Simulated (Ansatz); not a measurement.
# CH₆B₂: functionals against CCSD(T) at one geometry

A test off equilibrium: a structure displaced at random from a GFN2-xTB minimum is computed at several levels, and each is set against CCSD(T).

The runs use Ansatz 0.2.0, Gaussian basis; single points in def2-TZVPP.

Correlated methods freeze the cores.

**1. The system as given**

9 atoms, charge 0, spin multiplicity 1.

Atoms are counted from 1 here; the program's logs count them from 0.

Bond lengths: B1–C2 1.573 Å, B1–H4 1.187 Å, B1–H5 1.122 Å, C2–B3 1.503 Å, C2–H6 1.134 Å, C2–H7 1.131 Å, B3–H8 1.159 Å, B3–H9 1.178 Å. Angles: C2–B1–H4 118.1°, C2–B1–H5 120.0°, H4–B1–H5 121.8°, B1–C2–B3 107.4°, B1–C2–H6 109.0°, B1–C2–H7 111.5°, B3–C2–H6 112.8°, B3–C2–H7 111.9°, H6–C2–H7 104.3°, C2–B3–H8 121.2°, C2–B3–H9 122.1°, H8–B3–H9 116.7°.

Coordinates:

```
B    -0.4869    0.6717   -0.9850
C     0.5674   -0.1815   -0.1882
B    -0.0345   -0.5005    1.1521
H    -1.3032    0.0956   -1.6261
H    -0.4730    1.7910   -0.9131
H     1.5340    0.4066   -0.1072
H     0.8567   -1.1170   -0.7551
H     0.1237    0.1982    2.0630
H    -0.7011   -1.4560    1.3268
```

**2. CCSD(T)/def2-TZVPP**

run/in.yaml

```yaml
crystal:
  periodic: [false, false, false]
  atoms:
    - {symbol: B, position_ang: [-0.486900, 0.671700, -0.985000]}
    - {symbol: C, position_ang: [0.567400, -0.181500, -0.188200]}
    - {symbol: B, position_ang: [-0.034500, -0.500500, 1.152100]}
    - {symbol: H, position_ang: [-1.303200, 0.095600, -1.626100]}
    - {symbol: H, position_ang: [-0.473000, 1.791000, -0.913100]}
    - {symbol: H, position_ang: [1.534000, 0.406600, -0.107200]}
    - {symbol: H, position_ang: [0.856700, -1.117000, -0.755100]}
    - {symbol: H, position_ang: [0.123700, 0.198200, 2.063000]}
    - {symbol: H, position_ang: [-0.701100, -1.456000, 1.326800]}
basis:
  gaussian: {orbitals: def2-TZVPP}
correlation: {method: ccsd_t}
output: {forces: true}
```

The command line of these runs was not kept.

**3. PBE0-D4/def2-TZVPP**

Edit run/in.yaml of step 2 so:

```diff
@@ -14,3 +14,3 @@
   gaussian: {orbitals: def2-TZVPP}
-correlation: {method: ccsd_t}
-output: {forces: true}
+hamiltonian: {xc: pbe0, dispersion: d4}
+output: {forces: true, orbitals: {seedname: orbitals}}
```

**4. wB97M-V/def2-TZVPP**

Edit run/in.yaml of step 3 so:

```diff
@@ -14,3 +14,3 @@
   gaussian: {orbitals: def2-TZVPP}
-hamiltonian: {xc: pbe0, dispersion: d4}
-output: {forces: true, orbitals: {seedname: orbitals}}
+hamiltonian: {xc: {name: wB97M-V}}
+output: {forces: true}
```

**5. r2SCAN-D4/def2-TZVPP**

Edit run/in.yaml of step 4 so:

```diff
@@ -14,3 +14,3 @@
   gaussian: {orbitals: def2-TZVPP}
-hamiltonian: {xc: {name: wB97M-V}}
+hamiltonian: {xc: r2scan, dispersion: d4}
 output: {forces: true}
```

**6. PBE-D4/def2-TZVPP**

Edit run/in.yaml of step 5 so:

```diff
@@ -14,3 +14,3 @@
   gaussian: {orbitals: def2-TZVPP}
-hamiltonian: {xc: r2scan, dispersion: d4}
+hamiltonian: {xc: pbe, dispersion: d4}
 output: {forces: true}
```

**7. BHLYP-D4/def2-TZVPP**

Edit run/in.yaml of step 6 so:

```diff
@@ -14,3 +14,3 @@
   gaussian: {orbitals: def2-TZVPP}
-hamiltonian: {xc: pbe, dispersion: d4}
+hamiltonian: {xc: {name: BHLYP}, dispersion: d4}
 output: {forces: true}
```

**8. CAM-B3LYP-D4/def2-TZVPP**

Edit run/in.yaml of step 7 so:

```diff
@@ -14,3 +14,3 @@
   gaussian: {orbitals: def2-TZVPP}
-hamiltonian: {xc: {name: BHLYP}, dispersion: d4}
+hamiltonian: {xc: {name: CAM-B3LYP}, dispersion: d4}
 output: {forces: true}
```

(Steps that only read results are left out.)

**Question.** What will these runs give? Wanted: energy less free atoms, CCSD(T)/def2-TZVPP; RMS force component; RMS force error; HOMO and LUMO, PBE0-D4; T1 diagnostic.

As calculated:

```
                                  quantity                                                                                                 value
energy less free atoms, CCSD(T)/def2-TZVPP                                                                                       -740.4 kcal/mol
                       RMS force component                                                                  0.890 to 0.948 eV/Å over the methods
                           RMS force error  PBE0-D4 0.116, wB97M-V 0.082, r2SCAN-D4 0.109, PBE-D4 0.170, BHLYP-D4 0.122, CAM-B3LYP-D4 0.112 eV/Å
                    HOMO and LUMO, PBE0-D4                                                                                    -8.70 and -2.21 eV
                             T1 diagnostic                                                                                                 0.011
```

In words: Against CCSD(T) the functionals' energies less atoms differ by -26.2 to -13.9 kcal/mol, PBE-D4 by -25.2 kcal/mol. A larger basis would deepen the CCSD(T) value, while the functionals are nearly converged already, so the order here is not reliable. The forces of wB97M-V come nearest to CCSD(T), those of PBE-D4 are farthest. Frozen-core CCSD(T) forces in triple zeta carry basis errors of their own, and this is one geometry, so small gaps rank nothing.
